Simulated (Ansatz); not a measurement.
Nudged elastic band run: AlClH3

Input:

```yaml
crystal:
  periodic: [false, false, false]
  atoms:
    - { symbol: Al, position_ang: [-0.000675, -0.001352, -0.228441] }
    - { symbol: Cl, position_ang: [-0.004013, -0.004487, 1.901247] }
    - { symbol: H, position_ang: [1.400603, 0.001423, -0.942087] }
    - { symbol: H, position_ang: [-1.399949, 0.001427, -0.946005] }
    - { symbol: H, position_ang: [0.004034, 0.00299, 5.285285] }
magnetization:
  spin_polarized: true
  initial_magnetization: 1
basis:
  gaussian: { orbitals: def2-SVPD }
hamiltonian:
  xc: b3lyp
neb:
  order_check: false
  images: 7
  f_tol: 0.05
  max_iterations: 60
  final_atoms:
    - { symbol: Al, position_ang: [3.502e-05, 0.00014716, -0.64844539] }
    - { symbol: Cl, position_ang: [-8.148e-05, 0.00036573, 3.68702166] }
    - { symbol: H, position_ang: [1.37513193, 0.00023559, -1.47439691] }
    - { symbol: H, position_ang: [-1.37503107, 0.00023546, -1.47444987] }
    - { symbol: H, position_ang: [-5.439e-05, -0.00098294, 4.98026951] }
  initial_path:
    images:
      - { positions_ang: [[-0.000675, -0.001352, -0.228441], [-0.004013, -0.004487, 1.901247], [1.400603, 0.001423, -0.942087], [-1.399949, 0.001427, -0.946005], [0.004034, 0.00299, 5.285285]] }
      - { positions_ang: [[-0.00051558, -0.00100354, -0.1713308], [-0.00299625, -0.00338024, 2.0459352], [1.38818573, 0.00108525, -0.90157774], [-1.38772826, 0.00108917, -0.90449136], [0.00305437, 0.00221037, 5.0014637]] }
      - { positions_ang: [[-0.00035617, -0.00065509, -0.1142206], [-0.00197951, -0.00227349, 2.1906234], [1.37576847, 0.00074749, -0.86106847], [-1.37550753, 0.00075134, -0.86297773], [0.00207474, 0.00143074, 4.7176424]] }
      - { positions_ang: [[-0.00019675, -0.00030663, -0.0571104], [-0.00096276, -0.00116673, 2.3353116], [1.3633512, 0.00040974, -0.82055921], [-1.36328679, 0.00041351, -0.82146409], [0.00109511, 0.00065111, 4.4338211]] }
      - { positions_ang: [[-3.734e-05, 4.182e-05, -2.0e-07], [5.398e-05, -5.997e-05, 2.4799998], [1.35093394, 7.199e-05, -0.78004994], [-1.35106606, 7.569e-05, -0.77995045], [0.00011547, -0.00012852, 4.1499998]] }
      - { positions_ang: [[-1.925e-05, 6.816e-05, -0.1621115], [2.012e-05, 4.645e-05, 2.78175526], [1.35698344, 0.00011289, -0.95363668], [-1.35705731, 0.00011563, -0.95357531], [7.301e-05, -0.00034212, 4.35756722]] }
      - { positions_ang: [[-1.16e-06, 9.449e-05, -0.3242228], [-1.375e-05, 0.00015288, 3.08351073], [1.36303293, 0.00015379, -1.12722342], [-1.36304857, 0.00015557, -1.12720016], [3.054e-05, -0.00055573, 4.56513465]] }
      - { positions_ang: [[1.693e-05, 0.00012082, -0.48633409], [-4.762e-05, 0.0002593, 3.38526619], [1.36908243, 0.00019469, -1.30081017], [-1.36903982, 0.00019552, -1.30082502], [-1.192e-05, -0.00076933, 4.77270208]] }
      - { positions_ang: [[3.502e-05, 0.00014716, -0.64844539], [-8.148e-05, 0.00036573, 3.68702166], [1.37513193, 0.00023559, -1.47439691], [-1.37503107, 0.00023546, -1.47444987], [-5.439e-05, -0.00098294, 4.98026951]] }
```

Command:

```bash
$ ansatz run input.yaml --threads 2 --pin off --max-ram 3072MiB --backend cpu --events-out ev --progress --plain --runs-dir out
```

Output, in part (warnings, iteration lines, the closing report on the highest movable image, with atoms numbered from 0):

```
NEB end point (image 0): max|allowed force component| = 1.064e-2 eV/Å (the criterion of neb.relax_end_points is 1.000e-2)
NEB end point (image 8): max|allowed force component| = 6.448e-3 eV/Å (the criterion of neb.relax_end_points is 1.000e-2)
NEB iter   1: max|band force component| = 3.264e0 eV/Å  barrier→ = 1.0929 eV  barrier← = 0.5816 eV  Δτ_max = 0.1987 Å  (239 SCF iters)
NEB iter   2: max|band force component| = 2.681e0 eV/Å  barrier→ = 1.1711 eV  barrier← = 0.6599 eV  Δτ_max = 0.2000 Å  (204 SCF iters)
NEB iter   3: max|band force component| = 1.824e0 eV/Å  barrier→ = 0.9197 eV  barrier← = 0.4084 eV  Δτ_max = 0.0928 Å  (198 SCF iters)
NEB iter   4: max|band force component| = 6.452e-1 eV/Å  barrier→ = 0.8159 eV  barrier← = 0.3047 eV  Δτ_max = 0.0616 Å  (194 SCF iters)
NEB iter   5: max|band force component| = 1.326e0 eV/Å  barrier→ = 0.8069 eV  barrier← = 0.2956 eV  Δτ_max = 0.0307 Å  (185 SCF iters)
NEB iter   6: max|band force component| = 4.106e-1 eV/Å  barrier→ = 0.7786 eV  barrier← = 0.2673 eV  CI = image 4  Δτ_max = 0.0615 Å  (174 SCF iters)
NEB iter   7: max|band force component| = 3.699e-1 eV/Å  barrier→ = 0.8228 eV  barrier← = 0.3115 eV  CI = image 4  Δτ_max = 0.0615 Å  (183 SCF iters)
NEB iter   8: max|band force component| = 2.910e-1 eV/Å  barrier→ = 0.8591 eV  barrier← = 0.3478 eV  CI = image 4  Δτ_max = 0.0307 Å  (181 SCF iters)
NEB iter   9: max|band force component| = 2.331e-1 eV/Å  barrier→ = 0.8700 eV  barrier← = 0.3588 eV  CI = image 4  Δτ_max = 0.0347 Å  (175 SCF iters)
NEB iter  10: max|band force component| = 2.269e-1 eV/Å  barrier→ = 0.8661 eV  barrier← = 0.3548 eV  CI = image 4  Δτ_max = 0.0246 Å  (172 SCF iters)
NEB iter  11: max|band force component| = 2.403e-2 eV/Å  barrier→ = 0.8670 eV  barrier← = 0.3558 eV  CI = image 4  Δτ_max = 0.0000 Å  (373 SCF iters)
Total energy: -19161.59968974 eV, -704.1758003991 hartree
Atom 0 at    -0.000024     0.002637     0.011677 Å, force     0.000002     0.003997    -0.013308 eV/Å
Atom 1 at     0.000072     0.003008     2.553752 Å, force    -0.000006     0.002806     0.022546 eV/Å
Atom 2 at     1.389870    -0.001474    -0.761996 Å, force     0.010493    -0.002112    -0.004380 eV/Å
Atom 3 at    -1.390003    -0.001470    -0.761841 Å, force    -0.010494    -0.002112    -0.004380 eV/Å
Atom 4 at     0.000085    -0.002701     4.028408 Å, force     0.000005    -0.002578    -0.000478 eV/Å
Dipole moment:    -0.000005     0.000043    -0.119921 e Å
```

It converged. A vibrational analysis at the climbing image gives 2 clearly imaginary modes (384i, 369i cm⁻¹): a point of higher order, so a lower path passes nearby.

Final band (atoms are numbered from 1 in the order of the input):

```tsv
image	path coordinate (Å)	energy (eV)	Al1–Cl2 (Å)	Cl2–H5 (Å)
0	0.00	0.00	2.13	3.38
1	0.39	0.01	2.13	2.94
2	0.79	0.05	2.13	2.51
3	1.18	0.27	2.19	2.01
4	1.57	0.87	2.54	1.47
5	2.05	0.66	3.04	1.31
6	2.53	0.55	3.47	1.30
7	3.01	0.52	3.90	1.29
8	3.49	0.51	4.34	1.29
```

Run time: 2.2 min on 2 threads of Arm Neoverse V1, with other jobs on the host, peak memory 0.19 GiB.
